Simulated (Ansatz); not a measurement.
Born–Oppenheimer molecular dynamics of CH4NS (7 atoms, charge 0, multiplicity 2). It starts at the highest image of a converged band. Of that band: Beside the main top the profile has a ripple of under 15 meV (maxima at images 1, 3), which may be a very shallow well or noise. A vibrational analysis at the climbing image gives one clearly imaginary mode, 151i cm⁻¹: a first-order saddle point.

Computed with Ansatz, UKS PBE-D4/def2-SVP.

| Property | Result |
| --- | --- |
| ensemble | NVE (velocity Verlet) |
| time step | 0.5 fs |
| steps asked | 200 |
| starting velocities drawn for | 300 K |
| seed | 9334 |

Frames 2.5 fs apart, positions in Å, forces in eV/Å.

Velocities at 20.0 fs (Å/ps):

```
C -1.07 -0.75 -3.52
N 0.19 0.05 3.33
S 0.47 0.72 -0.08
H 20.07 3.32 10.01
H -0.54 -0.89 -9.24
H -6.62 -14.82 7.16
H -17.86 -2.29 -9.66
```

```xyz
7
Properties=species:S:1:pos:R:3:forces:R:3 time_fs=20.0 energy_less_start_eV=0.107 T=136
C 0.332 -0.789 0.147 -0.39 -1.95 -0.91
N 0.214 -0.779 1.415 0.54 0.65 0.15
S -1.433 1.266 -0.820 -0.08 0.11 -0.07
H -0.023 -1.775 -0.344 0.32 1.34 0.03
H 0.817 -0.022 -0.537 -0.19 -0.24 0.42
H 0.620 0.111 1.758 -0.22 0.14 0.34
H -0.856 1.930 -1.869 0.02 -0.05 0.04
7
Properties=species:S:1:pos:R:3:forces:R:3 time_fs=22.5 energy_less_start_eV=0.090 T=162
C 0.329 -0.795 0.138 0.25 -0.30 1.00
N 0.216 -0.779 1.423 0.25 -0.24 -1.09
S -1.432 1.268 -0.820 -0.12 0.05 0.01
H 0.031 -1.738 -0.324 -0.36 -0.27 -0.72
H 0.810 -0.031 -0.547 -0.15 -0.09 0.41
H 0.601 0.089 1.789 0.07 0.86 0.42
H -0.899 1.923 -1.893 0.07 -0.01 -0.04
7
Properties=species:S:1:pos:R:3:forces:R:3 time_fs=25.0 energy_less_start_eV=0.107 T=136
C 0.327 -0.802 0.133 0.49 0.68 2.28
N 0.218 -0.778 1.427 0.45 0.25 -1.09
S -1.431 1.270 -0.821 -0.11 0.05 0.01
H 0.065 -1.716 -0.345 -0.70 -1.27 -0.96
H 0.795 -0.044 -0.533 0.08 0.37 0.07
H 0.582 0.108 1.840 -0.28 -0.06 -0.28
H -0.939 1.916 -1.919 0.06 -0.02 -0.03
7
Properties=species:S:1:pos:R:3:forces:R:3 time_fs=27.5 energy_less_start_eV=0.071 T=190
C 0.327 -0.808 0.138 0.06 -0.77 1.15
N 0.223 -0.777 1.425 0.37 0.41 -0.62
S -1.430 1.272 -0.821 -0.06 0.10 -0.08
H 0.061 -1.753 -0.415 -0.14 0.47 0.31
H 0.784 -0.036 -0.515 0.10 0.48 -0.08
H 0.548 0.127 1.876 -0.36 -0.62 -0.73
H -0.975 1.907 -1.946 0.03 -0.06 0.05
7
Properties=species:S:1:pos:R:3:forces:R:3 time_fs=30.0 energy_less_start_eV=0.089 T=164
C 0.327 -0.816 0.149 0.12 -0.81 -0.43
N 0.229 -0.775 1.421 -0.17 -0.62 -0.41
S -1.430 1.274 -0.821 -0.01 0.12 -0.13
H 0.048 -1.769 -0.469 0.22 1.22 1.05
H 0.777 -0.003 -0.499 -0.21 0.01 0.16
H 0.495 0.115 1.873 0.05 0.17 -0.33
H -1.009 1.894 -1.970 0.01 -0.08 0.10
7
Properties=species:S:1:pos:R:3:forces:R:3 time_fs=32.5 energy_less_start_eV=0.063 T=204
C 0.329 -0.828 0.159 0.48 0.66 -1.01
N 0.234 -0.775 1.416 -0.56 -1.45 0.14
S -1.429 1.276 -0.822 -0.01 0.08 -0.08
H 0.046 -1.720 -0.466 0.08 0.20 0.55
H 0.758 0.031 -0.474 -0.37 -0.32 0.24
H 0.444 0.113 1.851 0.35 0.88 0.12
H -1.043 1.877 -1.989 0.03 -0.05 0.04
7
Properties=species:S:1:pos:R:3:forces:R:3 time_fs=35.0 energy_less_start_eV=0.097 T=151
C 0.332 -0.836 0.164 0.78 2.33 -0.40
N 0.237 -0.780 1.411 -0.44 -0.39 1.48
S -1.429 1.279 -0.823 -0.03 0.03 0.02
H 0.046 -1.665 -0.436 -0.36 -1.63 -0.69
H 0.719 0.049 -0.438 -0.22 -0.14 -0.08
H 0.412 0.154 1.831 0.21 -0.20 -0.27
H -1.075 1.857 -2.006 0.06 0.00 -0.05
7
Properties=species:S:1:pos:R:3:forces:R:3 time_fs=37.5 energy_less_start_eV=0.073 T=188
C 0.340 -0.834 0.166 -0.03 0.80 -0.78
N 0.238 -0.788 1.413 -0.26 0.36 1.84
S -1.428 1.282 -0.823 -0.05 0.05 0.03
H 0.030 -1.691 -0.436 0.09 -0.71 -0.16
H 0.666 0.061 -0.407 0.06 0.31 -0.56
H 0.393 0.185 1.796 0.13 -0.82 -0.31
H -1.104 1.837 -2.026 0.06 0.00 -0.06
7
Properties=species:S:1:pos:R:3:forces:R:3 time_fs=40.0 energy_less_start_eV=0.078 T=180
C 0.347 -0.829 0.164 -0.87 -1.04 -0.98
N 0.238 -0.794 1.421 -0.11 -0.19 0.59
S -1.428 1.284 -0.824 -0.05 0.12 -0.07
H 0.021 -1.757 -0.445 0.71 0.94 0.69
H 0.616 0.088 -0.407 0.09 0.18 -0.56
H 0.382 0.176 1.746 0.19 0.03 0.29
H -1.129 1.816 -2.049 0.04 -0.05 0.04
7
Properties=species:S:1:pos:R:3:forces:R:3 time_fs=42.5 energy_less_start_eV=0.078 T=181
C 0.350 -0.827 0.158 -0.88 -0.68 -0.13
N 0.238 -0.801 1.433 0.13 -0.48 -0.87
S -1.427 1.287 -0.825 -0.05 0.17 -0.14
H 0.050 -1.775 -0.418 0.64 0.92 0.42
H 0.571 0.123 -0.438 -0.03 -0.50 -0.05
H 0.382 0.167 1.713 0.17 0.65 0.67
H -1.151 1.793 -2.069 0.03 -0.08 0.10
7
Properties=species:S:1:pos:R:3:forces:R:3 time_fs=45.0 energy_less_start_eV=0.071 T=191
C 0.348 -0.828 0.152 -0.42 1.00 1.43
N 0.238 -0.810 1.440 0.54 0.73 -1.38
S -1.427 1.291 -0.826 -0.07 0.16 -0.09
H 0.115 -1.746 -0.371 0.06 -0.75 -0.68
H 0.525 0.130 -0.473 -0.02 -0.72 0.28
H 0.391 0.188 1.717 -0.12 -0.36 0.39
H -1.172 1.765 -2.084 0.04 -0.06 0.05
7
Properties=species:S:1:pos:R:3:forces:R:3 time_fs=47.5 energy_less_start_eV=0.063 T=204
C 0.345 -0.825 0.152 -0.37 0.62 1.87
N 0.240 -0.816 1.442 0.72 1.24 -1.29
S -1.427 1.294 -0.827 -0.12 0.14 -0.01
H 0.185 -1.756 -0.359 -0.09 -1.04 -0.79
H 0.478 0.098 -0.493 0.13 -0.13 0.14
H 0.393 0.191 1.744 -0.32 -0.81 0.13
H -1.190 1.734 -2.097 0.05 -0.02 -0.05
```

Of the whole run (100 fs, mean temperature of the second half 335 K): The conserved energy stayed within 0.21 meV per atom of its start (net change 0.054 meV per atom), so the integration is sound. A run of 0.1 ps of so small a system gives no equilibrium averages.

Time of the run: 4.4 min on 2 threads of Arm Neoverse V2 (shared host), peak memory 0.13 GiB.
